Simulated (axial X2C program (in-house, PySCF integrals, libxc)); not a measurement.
# Testing model relations on LiCl

A bond curve at the CCSD(T) level, 2c, was computed with an in-house all-electron X2C program for linear molecules (integrals from PySCF) (basis Cl dyall-av3z [9s8p3d2f], Li dyall-cv3z [7s8p2d] (cores contracted in-house)) for the state Ω = 0 (closed shell). Its fit gives Re = 2.0451 Å, ωe = 627.2 cm⁻¹, ωexe = 4.43 cm⁻¹ and αe = 7.875e-03 cm⁻¹; the masses are 34.9689 and 7.0160 u. Two-component means X2C with spin–orbit coupling and atomic mean-field Coulomb and Gaunt terms.

Correlated methods: 8 electrons correlated (number of frozen shells: Cl 2 s, 1 p; Li 1 s), 170 virtual spin orbitals or spinors in MP2, 84 natural virtuals in coupled cluster.

(1) Find the reduced mass, Be and the force constant.

(2) Estimate De from a Morse curve and compare with the computed well depth of 4.681 eV to Cl + Li.

(3) Estimate the centrifugal constant by the Kratzer relation.

(4) Where do the fundamental and the first overtone lie?

(5) A Morse curve ties αe to the other constants (Pekeris). How well does that hold?

The state is a single determinant with fixed occupations, the lowest that a limited PBE0 search found. Dissociation energies refer to the lowest single-determinant-based atoms at the same level and basis. Coupled cluster ran in a truncated set of natural virtual spinors; the MP2 energy of the rest was added. (T) has no such correction and the atoms are truncated less, which lowers De at CCSD(T) by a hundredth of an eV or more.

Results:

(1) From the CCSD(T) values: μ = 5.8436 u. Be = 16.8576/(μ Re²) = 0.6897 cm⁻¹. k = 5.8918×10⁻⁷ μ ωe² = 1.35 mdyn/Å.

(2) De(Morse) = ωe²/(4ωexe) = 2.752 eV against 4.681 eV computed, a ratio of 0.59. The extrapolation falls short: long-range attraction (ionic or ion–induced dipole) or a change of character along the curve can cause this.

(3) D = 4Be³/ωe² = 3.34e-06 cm⁻¹.

(4) ν(1←0) = ωe − 2ωexe = 618.3 cm⁻¹; ν(2←0) = 2ωe − 6ωexe = 1227.8 cm⁻¹.

(5) αe(Morse) = 6Be²/ωe × (√(ωexe/Be) − 1) = 6.983e-03 cm⁻¹; the CCSD(T) curve gives 7.875e-03 cm⁻¹, a ratio of 0.89.
